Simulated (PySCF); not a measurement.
C4H3FS.
Bonds: F1–C2, C2–C3 (aromatic), C3–C4 (aromatic), C4–C5 (aromatic), C5–S6 (aromatic), C2–S6 (aromatic). Hydrogens: H7 on C3; H8 on C4; H9 on C5.

The same species was optimised twice, with GFN2-xTB and with PBE0-D3(BJ)/def2-SVP (PySCF), and the same property calculations (PySCF, gas phase) were run on both structures.

```
  coordinate  GFN2-xTB  PBE0-D3(BJ)/def2-SVP  change
   F1–C2 (Å)     1.333                 1.319  -0.014
   C4–C5 (Å)     1.355                 1.367  +0.012
   C3–C4 (Å)     1.415                 1.427  +0.012
   C2–C3 (Å)     1.355                 1.363  +0.008
   C5–S6 (Å)     1.723                 1.725  +0.002
   C2–S6 (Å)     1.729                 1.729   0.000
C2–S6–C5 (°)      89.6                  90.5    +0.9
F1–C2–C3 (°)     126.6                 127.2    +0.6
C4–C5–S6 (°)     112.6                 112.0    -0.6
F1–C2–S6 (°)     119.8                 119.4    -0.4
C3–C2–S6 (°)     113.6                 113.4    -0.2
C3–C4–C5 (°)     113.0                 113.2    +0.2
C2–C3–C4 (°)     111.1                 110.9    -0.2
```

Rotational constants: A = 5352, B = 3228, C = 2014 MHz (GFN2-xTB) against A = 5344, B = 3220, C = 2009 MHz (PBE0-D3(BJ)/def2-SVP). Point groups within 0.08 Å: Cs and Cs.

On the GFN2-xTB structure: HOMO (eV) -6.89 [PBE0/pcSseg-1]; LUMO (eV) -0.46 [PBE0/pcSseg-1]; dipole (D) 1.57 [PBE0/pcSseg-1]; GIAO shielding of F1 (ppm) 304.6 [PBE0/pcSseg-1]; GIAO shielding of C2 (ppm) 7.1 [PBE0/pcSseg-1]; GIAO shielding of C3 (ppm) 75.4 [PBE0/pcSseg-1]; GIAO shielding of C4 (ppm) 58.7 [PBE0/pcSseg-1]; GIAO shielding of C5 (ppm) 66.2 [PBE0/pcSseg-1]; GIAO shielding of S6 (ppm) 319.3 [PBE0/pcSseg-1].

Q: What do these properties become on the PBE0-D3(BJ)/def2-SVP structure?

A: 
```csv
property,level,on GFN2-xTB,on PBE0-D3(BJ)/def2-SVP,change
HOMO (eV),PBE0/pcSseg-1,-6.89,-6.85,+0.04
LUMO (eV),PBE0/pcSseg-1,-0.46,-0.47,-0.01
dipole (D),PBE0/pcSseg-1,1.57,1.47,-0.10
"energy, GFN2-xTB geometry as zero (kcal/mol)",PBE0/pcSseg-1,0.0,-0.2,-0.2
GIAO shielding of F1 (ppm),PBE0/pcSseg-1,304.6,305.8,+1.2
GIAO shielding of C2 (ppm),PBE0/pcSseg-1,7.1,7.1,0.0
GIAO shielding of C3 (ppm),PBE0/pcSseg-1,75.4,74.1,-1.3
GIAO shielding of C4 (ppm),PBE0/pcSseg-1,58.7,55.7,-3.0
GIAO shielding of C5 (ppm),PBE0/pcSseg-1,66.2,64.5,-1.7
GIAO shielding of S6 (ppm),PBE0/pcSseg-1,319.3,314.8,-4.5
```

The heavy atoms differ by 0.010 Å rms after alignment. Among bonds between heavy atoms F1–C2 changes most (-0.014 Å). Changes are differences of the printed values. Neither structure is proved a minimum here.
